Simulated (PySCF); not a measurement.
B3LYP has the VWN-RPA correlation part, as in Gaussian. 

```xyz
5

C      0.0000     0.0000     0.0000
H     -0.6605    -0.7933    -0.3475
H     -0.3719     0.9618    -0.3506
H      0.0293    -0.0029     1.0888
H      1.0031    -0.1656    -0.3907
```

Charge 0, multiplicity 1.

Question: Give the Mulliken and meta-Löwdin atomic charges from B3LYP-D3(BJ)/def2-TZVP (PySCF 2.14.0).

Answer: 
```tsv
atom	Mulliken (e)	meta-Löwdin (e)
C1	-0.47	-0.47
H2	0.12	0.12
H3	0.12	0.12
H4	0.12	0.12
H5	0.12	0.12
```
